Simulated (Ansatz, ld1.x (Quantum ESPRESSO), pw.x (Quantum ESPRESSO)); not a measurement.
# Sr: one change to the TM potential, in the atom and in the fcc crystal

strontium, norm-conserving Troullier–Martins (Kleinman–Bylander form), made with ld1.x (Quantum ESPRESSO) 7.5 (PBE, scalar-relativistic). Core [Kr], reference 4d0 5s2 5p0. Waves: 5p (bound, empty): rc 4.20 bohr; 4d (bound, empty): rc 3.20 bohr; 5s (bound): rc 2.65 bohr. Local part: the s channel. Core correction: none.

Change: all radii scaled by about 1.10 (s 2.92, p 4.62, d 3.52 bohr).

Cutoffs, loose and tight: the cutoffs (Ry, on a coarse ladder) from which the occupation-weighted sum of valence levels, in a spherical-Bessel basis at the reference potential, stays within 10 and 1 mRy of its value at 400 Ry. They do not see the model core or the augmentation charge, which bear on the density cutoff. Test errors are all-electron minus pseudo excitation energies from the reference, over the configurations 4d0 5s1 5p0; 4d0 5s1.5 5p0; 4d0 5s1 5p1; 4d0.5 5s1.5 5p0; 4d1 5s0 5p0; 4d0 5s0 5p2; 4d0 5s0 5p1; variants that change the core or the reference have their own tests.

Crystal test: fcc Sr in pw.x 7.5, no spin, 10³ k-points, Fermi–Dirac smearing 0.01 Ry, cutoffs set for each file from its atomic test. The reference is all-electron LAPW (Ansatz 0.2.0) with the same functional, mesh and smearing; V0 and B0 come from Birch–Murnaghan fits to the pressures at five volumes. Errors are pseudo minus all-electron; Δ is the rms difference of the E(V) curves that follow from these fits, minima aligned, over ±6 % about the mean V0. Mesh and smearing are coarse, so the numbers serve the comparison and aren't converged zero-temperature values; the lattice is a test structure that the element need not adopt.

All-electron: a0 = 6.043 Å (V0 = 55.17 Å³/atom), B0 = 11.8 GPa.

Q: Does the change bring the crystal closer to the all-electron result?

A: The mean pressure error goes from -0.75 to -0.32 GPa, so the change moves the solid closer to the all-electron pressures.

| quantity | base | changed |
| --- | --- | --- |
| outcome (atom) | generated | generated |
| cutoff, loose (atom) | 10 Ry | 6 Ry |
| cutoff, tight (atom) | 18 Ry | 15 Ry |
| bound ghosts (atom) | none | none |
| largest test error (meV) (atom) | +787 | +477 |
| cutoffs in pw.x (Ry) | 35/140 | 35/140 |
| a0 (Å) | – | 5.980 |
| a0 error (%) | – | -1.04 |
| B0 error (%) | – | -12.0 |
| Δ (meV/atom) | – | 4.3 |
| mean pressure error (GPa) | -0.75 | -0.32 |

A dash: not determined, or the minimum lies outside the volumes sampled.

Base: The largest radius (4.20 bohr) exceeds half the bond length (4.04 bohr), so the spheres overlap, which is one possible source of error among others. This is a poor potential for the solid. The logarithmic derivative shows an extra or strongly shifted pseudo pole above the reference energy (s near 0.98 Ry). Changed file: The largest radius (4.62 bohr) exceeds half the bond length (4.04 bohr), so the spheres overlap, which is one possible source of error among others. This is a poor potential for the solid. The cutoffs count occupied waves only; the empty 4d level needs 12 Ry at the loose tolerance. The atomic cutoffs weigh occupied waves only.
